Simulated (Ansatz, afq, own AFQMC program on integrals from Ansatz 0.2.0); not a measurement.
# Where AFQMC and coupled cluster stand for Ga3H, singlet

```yaml
atoms:
  - { symbol: Ga, position_ang: [0.0000, -0.5545, 1.8607] }
  - { symbol: Ga, position_ang: [0.0000, 1.3323, -0.2397] }
  - { symbol: Ga, position_ang: [0.0000, -0.7478, -1.5850] }
  - { symbol: H, position_ang: [0.0000, -2.0676, -2.4951] }
```

Connectivity, by distances: Ga–Ga–GaH.

Basis cc-pVDZ. Noble-gas cores (and the filled d shells of Ga–Kr and In–Xe) are frozen. AFQMC by an in-house program on the Cholesky factors that Ansatz 0.2.0 writes for its CCSD(T) run. The CISD trial takes its coefficients from CCSD amplitudes. Released means that phaseless walkers are propagated on without the constraint, phases kept. Uncertainties: one standard error, sampling alone. No spin–orbit coupling.

Determinant: RHF, the one that the program's search chose, which needn't be the lowest solution. The geometry is a PBE0/def2-TZVP stationary point of this or a neighbouring charge and spin state.

No full CI on the walks' own integrals is used here; CCSDT(Q) serves as the reference and is uncertain by about the last step of the cluster series.

Cautions: no relativity below Rb; no spin-orbit coupling; inner d shell frozen; higher spins were not checked; restricted determinant unstable towards unrestricted (UHF 501 meV lower, ⟨S²⟩ 1.05); raised T1 diagnostic (T1 0.020, weight of the determinant 0.81, largest double 0.10).

```
T1 diagnostic                               : 0.0203
weight of the determinant in the CISD state : 0.807
size of the correlated space                : 10 electrons in 44 orbitals
```

```tsv
level	correlation energy (eV)
MP2	-4.1477
CCSD	-5.2494
CCSD(T)	-5.4939
```

Q: Estimate where AFQMC with the constraint released lies against CCSD(T) on the same integrals.

A: 8.3 ± 2.3 kJ/mol below CCSD(T).

Reference: CCSDT(Q), correlation energy -5.580 eV. The released energy is read at 2.40 1/Eh (meV from the phaseless value at times in 1/Eh: -8 ± 21 at 0.24, -9 ± 20 at 0.51, -30 ± 23 at 0.99, -48 ± 27 at 1.62, -22 ± 24 at 2.40).

| level | E − E(reference) (kJ/mol) | share of correlation (%) |
| --- | --- | --- |
| CCSD(T) | 8.3 | 98.46 |
| CCSDT | 3.1 | 99.43 |
| ph-AFQMC/HF | 10.5 ± 5.4 | 98.05 |
| ph-AFQMC/CISD | 2.1 ± 1.8 | 99.61 |
| released AFQMC | 0.0 ± 2.3 | 100.00 |

A walk keeps the symmetry of its determinant, which the program's search chose and which needn't be the lowest solution, so a lower state of the same spin and another symmetry isn't excluded. Released energies are given only where the last usable release times agree within the noise; a slower fall can still hide under it.
